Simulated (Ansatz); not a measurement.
# C3H7NO2: the cost of one run

Method: the levels named in each step, in Ansatz 0.2.0.

### Step 1. The system as given

Bond lengths: C1–N2 1.450 Å, N2–C3 1.450 Å, O4–C5 1.148 Å, C5–O6 1.148 Å, C1–H7 1.099 Å, C1–H8 1.088 Å, C1–H9 1.090 Å, N2–H10 1.016 Å, C3–H11 1.088 Å, C3–H12 1.099 Å, C3–H13 1.090 Å. Angles (14 of 16 angles, heavy atoms first): C1–N2–C3 112.7°, O4–C5–O6 171.5°, C1–N2–H10 110.0°, C3–N2–H10 109.8°, N2–C1–H7 113.1°, N2–C1–H8 109.1°, N2–C1–H9 108.4°, N2–C3–H11 109.1°, N2–C3–H12 113.2°, N2–C3–H13 108.5°, H7–C1–H8 108.9°, H7–C1–H9 108.5°, H8–C1–H9 108.7°, H11–C3–H12 108.9°.

Coordinates:

```xyz
13

C    -1.0388    0.9800    1.3980
N    -0.1040   -0.0844    1.0904
C     1.2533    0.2301    1.4909
O     0.1676    0.7257   -1.5355
C    -0.0414   -0.3822   -1.3184
O    -0.2433   -1.5115   -1.2697
H    -1.0424    1.2579    2.4616
H    -2.0415    0.6676    1.1122
H    -0.7651    1.8581    0.8124
H    -0.4021   -0.9482    1.5348
H     1.8984   -0.6149    1.2573
H     1.3464    0.4633    2.5611
H     1.5896    1.0962    0.9206
```

### Step 2. A rough first relaxation, PBE-D4/def2-SVP

This run stands in another session on the same molecule. It ended at:

```xyz
13

C    -1.0492    0.9833    1.4385
N    -0.0979   -0.0736    1.1430
C     1.2654    0.2314    1.5410
O     0.1755    0.7292   -1.6640
C    -0.0496   -0.4101   -1.4668
O    -0.2683   -1.5661   -1.4277
H    -1.0512    1.3177    2.5085
H    -2.0756    0.6557    1.1778
H    -0.8163    1.8723    0.8140
H    -0.4032   -0.9613    1.5562
H     1.9232   -0.6385    1.3421
H     1.3798    0.5164    2.6191
H     1.6443    1.0815    0.9338
```

### Step 3. Relaxation, HF/STO-3G

File input.yaml:

```yaml
crystal:
  periodic: [false, false, false]
  atoms:
    - { symbol: C, position_ang: [-1.04916366, 0.98330231, 1.43854523] }
    - { symbol: "N", position_ang: [-0.09791239, -0.07357549, 1.14300327] }
    - { symbol: C, position_ang: [1.26535009, 0.23138632, 1.54103479] }
    - { symbol: O, position_ang: [0.1755162, 0.72916383, -1.66397997] }
    - { symbol: C, position_ang: [-0.04956484, -0.41014828, -1.46676514] }
    - { symbol: O, position_ang: [-0.26834671, -1.56605241, -1.42767169] }
    - { symbol: H, position_ang: [-1.0511915, 1.3176541, 2.50846321] }
    - { symbol: H, position_ang: [-2.075583, 0.65572778, 1.17783892] }
    - { symbol: H, position_ang: [-0.81629319, 1.87232968, 0.81403556] }
    - { symbol: H, position_ang: [-0.40315364, -0.96132963, 1.55619] }
    - { symbol: H, position_ang: [1.92317166, -0.63849464, 1.34214576] }
    - { symbol: H, position_ang: [1.37978453, 0.51641659, 2.6191248] }
    - { symbol: H, position_ang: [1.64425646, 1.08147985, 0.93384526] }
basis:
  gaussian: { orbitals: STO-3G }
hamiltonian:
  xc: hf
relax:
  f_tol: 0.004
  max_steps: 150
```

Launch:

```bash
> ansatz run input.yaml --threads 4 --pin off --max-ram 10240MiB --backend cpu --events-out ev --progress --plain --runs-dir out
```

What time and memory should one allow on 4 threads of Intel Xeon Platinum 8259CL at 2.50GHz (Skylake/Cascade Lake), shared host?

About 21 s, with a peak of 0.12 GiB.
